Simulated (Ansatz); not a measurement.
in.yaml

```yaml
crystal:
  periodic: [false, false, false]
  atoms:
    - {symbol: Li, position_ang: [0.666818, 0.000000, 2.131823]}
    - {symbol: Mg, position_ang: [-0.204565, 0.000000, -0.518504]}
    - {symbol: H, position_ang: [0.340865, 0.000000, -2.177441]}
basis:
  gaussian: {orbitals: cc-pVTZ}
magnetization: {spin_polarized: true, initial_magnetization: 0}
correlation: {method: ccsdt_q, electrons: outside_noble_gas}
```

```sh
$ ansatz run in.yaml --threads 1 --pin off --events-out ev --progress --plain --max-ram 2393MiB
```

Q: Roughly how long does this take on 1 thread of Arm Neoverse V1, shared host, and how much host memory?

A: 57 s wall and 0.62 GiB.

```
881 factors; integrals over basis functions are off by at most 2.1e-7 eV
mean field evaluation 1: about -5648.7423 eV, gradient 5.3e0 eV
mean field evaluation 2: about -5648.7545 eV, gradient 5.4e0 eV
mean field evaluation 4: about -5649.2869 eV, gradient 3.7e-1 eV
mean field evaluation 8: about -5649.2904 eV, gradient 5.7e-4 eV
mean field evaluation 16: about -5649.2857 eV, gradient 2.8e-1 eV
mean field evaluation 32: about -5649.2918 eV, gradient 4.4e-3 eV
mean field evaluation 64: about -5649.2907 eV, gradient 6.8e-2 eV
mean field evaluation 96: about -5649.2689 eV, gradient 4.4e-1 eV
mean field evaluation 128: about -5647.6856 eV, gradient 3.1e-1 eV
mean field evaluation 160: about -5647.3725 eV, gradient 5.1e-4 eV
...
cycle   7  -1.99480943 eV  change    1.9e-4 eV  update   4.2e-4
cycle   8  -1.99489954 eV  change   -9.0e-5 eV  update   2.0e-4
cycle   9  -1.99497616 eV  change   -7.7e-5 eV  update   9.3e-5
cycle  10  -1.99495756 eV  change    1.9e-5 eV  update   4.8e-5
cycle  11  -1.99494610 eV  change    1.1e-5 eV  update   2.4e-5
cycle  12  -1.99494716 eV  change   -1.1e-6 eV  update   9.7e-6
cycle  13  -1.99494945 eV  change   -2.3e-6 eV  update   4.7e-6
cycle  14  -1.99495291 eV  change   -3.5e-6 eV  update   2.3e-6
cycle  15  -1.99495412 eV  change   -1.2e-6 eV  update   8.9e-7
cycle  16  -1.99495416 eV  change   -4.1e-8 eV  update   4.2e-7
perturbative correction -0.00113021 eV, -0.0000415346 hartree
Total energy: -5651.28649507 eV, -207.6809481143 hartree
```

For the same geometry and basis full CI lies 0.3 meV lower.
